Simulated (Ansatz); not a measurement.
Born–Oppenheimer molecular dynamics of CH3AlB (6 atoms, charge 0, multiplicity 2). It starts from a relaxed structure.

Computed with UHF/def2-SVP (Ansatz).

```json
{"ensemble": "NVE (velocity Verlet)", "time step": "0.5 fs", "steps asked": "250", "starting velocities drawn for": "300 K", "seed": "912917"}
```

First frame:

```xyz
6
Properties=species:S:1:pos:R:3
C 0.582 -0.126 -1.242
B -0.024 0.133 0.010
Al -0.925 0.733 1.790
H 0.879 -1.123 -1.550
H 0.782 0.664 -1.960
H -1.294 -0.281 2.951
```

Q: How far do the bonds stretch over the last three quarters of this one trajectory? (Pairs bonded in most of those frames.)

A: 
| bond | mean (Å) | spread (Å) | shortest | longest |
| --- | --- | --- | --- | --- |
| C1–B2 | 1.417 | 0.018 | 1.39 | 1.46 |
| C1–H4 | 1.088 | 0.014 | 1.06 | 1.11 |
| C1–H5 | 1.087 | 0.011 | 1.07 | 1.11 |
| B2–Al3 | 2.084 | 0.039 | 2.01 | 2.14 |
| Al3–H6 | 1.586 | 0.006 | 1.57 | 1.60 |

Mean temperature of the second half: 167 K. The conserved energy stayed within 0.09 meV per atom of its start (net change 0.033 meV per atom), so the integration is sound. Over the second half the temperature averaged 0.56 of the 300 K drawn at the start: a run that starts near a minimum puts about half its kinetic energy into the potential. A run of 0.12 ps of so small a system gives no equilibrium averages.

Time of the run: 2.5 min on 1 thread of Arm Neoverse V2 (shared host), peak memory 0.12 GiB.
